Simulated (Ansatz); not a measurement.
**BCCD(T)/cc-pVTZ run of [BF2]+ (SMILES F[B+]F)**

Aim: the vertical ionisation energy of [BF2]+ at BCCD(T)/cc-pVTZ, from 2 runs. 

Program for the calculation: Ansatz 0.2.0.

6 further runs of the same task are left out: 3 that didn't finish, 3 set aside as unsound or not needed.

## (1) The structure to begin with

[BF2]+: 3 atoms, total charge +1, spin state singlet. SMILES: `F[B+]F`. Geometry: relaxed at PBE0-D4/def2-TZVP.

Bond lengths: F1–B2 1.226 Å, B2–F3 1.226 Å. Angles: F1–B2–F3 180.0°.

## (2) The energy at BCCD(T)/cc-pVTZ

run.yaml reads:

```yaml
crystal:
  periodic: [false, false, false]
  atoms:
    - {symbol: F, position_ang: [0.329710, 1.140520, 0.307700]}
    - {symbol: B, position_ang: [0.000000, -0.000000, 0.000000]}
    - {symbol: F, position_ang: [-0.329720, -1.140520, -0.307700]}
basis:
  gaussian: {orbitals: cc-pVTZ}
total_charge: 1
correlation: {method: bccd_t, frozen_orbitals: {B: 1, F: 1}}
accuracy: high
scf: {omitted_lower_state_checks: [cluster_reference, increment]}
```

The run is started by

```
$ ansatz run run.yaml --threads 1 --pin off --max-ram 3480MiB --events-out events.jsonl --progress --plain --runs-dir runs
```

The log of the run, shortened:

```text
Warning: RAYON_NUM_THREADS=1 ignored (pool sized by the plan → 1); use --threads N
Functional definition: HF
  name "HF"
[...]
1354 factors; integrals over basis functions are off by at most 4.1e-9 eV
[...]
mean field -6079.03406224 eV, -223.4003812700 hartree, gradient 2.8e-8 eV, S^2 0.000000; 0 other end points of the search recorded, 0 dependent functions left out
3 core orbitals not correlated: weight in the atoms' cores, before any rotation towards them, 1.000 or more for the frozen orbitals, at most 0.000 for the correlated occupied ones
reference -6079.03406224 eV, -223.4003812700 hartree; 8, 8 occupied and 79, 79 virtual orbitals, 1354 factors
second order -15.47168130 eV of doubles, -0.00000000 eV of singles
cycle   1  -15.02538882 eV  change    4.5e-1 eV  update   8.8e-2
[...]
cycle  18  -15.38267564 eV  change  -8.3e-10 eV  update  4.5e-10
perturbative correction -0.54535552 eV, -0.0200414458 hartree
Total energy: -6094.96209340 eV, -223.9857256187 hartree
Checks for a lower state left out: cluster_reference, increment
```

It took 5.7 s on 1 thread of Arm Neoverse V2, shared host; peak memory 0.54 GiB.

## (3) Doublet [BF2]2+

molecule.yaml reads:

```yaml
crystal:
  periodic: [false, false, false]
  atoms:
    - symbol: F
      position_ang: [0.329710, 1.140520, 0.307700]
    - symbol: B
      position_ang: [0.000000, -0.000000, 0.000000]
    - symbol: F
      position_ang: [-0.329720, -1.140520, -0.307700]
basis:
  gaussian:
    orbitals: cc-pVTZ
correlation:
  method: bccd_t
  frozen_orbitals: {B: 1, F: 1}
scf:
  omitted_lower_state_checks: [cluster_reference, increment]
accuracy: high
magnetization:
  spin_polarized: true
  initial_magnetization: 1
total_charge: 2
```

The run is started by

```
$ ansatz run molecule.yaml --threads 1 --pin off --max-ram 3480MiB --events-out events.jsonl --progress --plain --runs-dir runs
```

The log of the run, shortened:

```text
Warning: RAYON_NUM_THREADS=1 ignored (pool sized by the plan → 1); use --threads N
Functional definition: HF
  name "HF"
[...]
1356 factors; integrals over basis functions are off by at most 4.1e-9 eV
[...]
mean field -6053.48182112 eV, -222.4613537290 hartree, gradient 1.4e-8 eV, S^2 0.757859; 8 other end points of the search recorded, 0 dependent functions left out
3 core orbitals not correlated: weight in the atoms' cores, before any rotation towards them, 1.000 or more for the frozen orbitals, at most 0.000 for the correlated occupied ones
reference -6053.48182112 eV, -222.4613537290 hartree; 8, 7 occupied and 79, 80 virtual orbitals, 1356 factors
second order -13.76937188 eV of doubles, -0.00000000 eV of singles
cycle   1  -13.55235408 eV  change    2.2e-1 eV  update   1.2e-1
[...]
cycle  37  -14.28313052 eV  change  -3.2e-10 eV  update  4.4e-10
perturbative correction -0.63841913 eV, -0.0234614702 hartree
Total energy: -6068.40337077 eV, -223.0097105642 hartree
Checks for a lower state left out: cluster_reference, increment
```

Run time: 56 s. Hardware: 1 thread of Arm Neoverse V2, shared host; peak memory 1.4 GiB.

## (4) Outcome

At BCCD(T)/cc-pVTZ, 3 core orbitals frozen:

```
                                                    quantity          value
                                singlet [BF2]+: total energy  -223.98573 Eh
 singlet [BF2]+: correlation energy (3 core orbitals frozen)     -585.3 mEh
                              singlet [BF2]+: (T) correction     -20.04 mEh
                               doublet [BF2]2+: total energy  -223.00971 Eh
doublet [BF2]2+: correlation energy (3 core orbitals frozen)     -548.4 mEh
                             doublet [BF2]2+: (T) correction     -23.46 mEh
          doublet [BF2]2+: ⟨S²⟩ of the reference determinant          0.758
        vertical ionisation energy (to the doublet dication)      26.559 eV
```

The vertical ionisation energy comes to 26.56 eV (2563 kJ/mol). The triples (singlet [BF2]+) make up 3.4 % of the correlation energy. The triples (doublet [BF2]2+) make up 4.3 % of the correlation energy.
